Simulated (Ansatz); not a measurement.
# BH4N: the cost of one run

Method: PBE0-D4/def2-TZVP structures, single points in def2-TZVPP, no counterpoise correction; program: Ansatz 0.2.0, Gaussian basis.

Levels: SPW92, PBE-D4, BLYP-D4, r2SCAN-D4, B97M-V, PBE0-D4, B3LYP-D4, r2SCAN0-D4, BHLYP-D4, CAM-B3LYP-D4, wB97X-V, wB97M-V, B2PLYP, PBE-QIDH, RPA on PBE, Hartree-Fock, MP2, CCSD, CCSD(T).

Correlated methods freeze the cores. B3LYP uses VWN-RPA correlation. B2PLYP carries no dispersion term here.

94 further runs of the same task are left out: 94 set aside as unsound or not needed.

## Step 1: Starting geometry

The complex: 11 atoms, charge 0, spin multiplicity 1.

Atoms are counted from 1 here; the program's logs count them from 0.

Bond lengths: B1–H3 1.197 Å, B1–H4 1.197 Å, B1–N6 1.385 Å, Si2–H5 1.485 Å, Si2–H7 1.486 Å, Si2–H8 1.486 Å, Si2–H9 1.483 Å, N6–H10 1.006 Å, N6–H11 1.006 Å. Angles: H3–B1–H4 121.8°, H3–B1–N6 119.1°, H4–B1–N6 119.1°, H5–Si2–H7 109.3°, H5–Si2–H8 109.3°, H5–Si2–H9 109.8°, H7–Si2–H8 109.2°, H7–Si2–H9 109.6°, H8–Si2–H9 109.6°, B1–N6–H10 123.2°, B1–N6–H11 123.2°, H10–N6–H11 113.6°.

Coordinates:

```csv
atom,x (Å),y (Å),z (Å)
B1,-1.49584,-0.23932,-0.50860
Si2,2.16064,-0.44356,0.67091
H3,-1.56426,-0.84066,0.52445
H4,-0.90914,-0.67689,-1.45613
H5,1.18779,0.65847,0.46211
N6,-2.11835,0.99338,-0.61266
H7,3.34005,-0.23107,-0.20693
H8,2.60216,-0.44739,2.08928
H9,1.52434,-1.74296,0.34405
H10,-2.10024,1.55071,-1.44974
H11,-2.62715,1.41941,0.14316
```

Its parts: BNH4 holds atoms 1, 3, 4, 6, 10, 11; SiH4 holds atoms 2, 5, 7, 8, 9. Each part counts its atoms afresh in its own runs.

## Step 2: Relaxing BNH4 alone

File relax-a/in.yaml:

```yaml
crystal:
  periodic: [false, false, false]
  atoms:
    - {symbol: B, position_ang: [-1.495839, -0.239323, -0.508603]}
    - {symbol: H, position_ang: [-1.564257, -0.840664, 0.524447]}
    - {symbol: H, position_ang: [-0.909137, -0.676891, -1.456135]}
    - {symbol: N, position_ang: [-2.118354, 0.993377, -0.612657]}
    - {symbol: H, position_ang: [-2.100241, 1.550705, -1.449741]}
    - {symbol: H, position_ang: [-2.627149, 1.419414, 0.143158]}
basis:
  gaussian: {orbitals: def2-TZVP}
hamiltonian: {xc: pbe0, dispersion: d4}
relax: {f_tol: 0.005, max_steps: 200}
```

Launch:

```bash
> ansatz run in.yaml --threads 2 --pin off --events-out ev --progress --plain --max-ram 4352MiB
```

**Question.** How long does this run take on 2 threads of Intel Xeon Platinum 8259CL at 2.50GHz, shared host?

About 4.6 s.
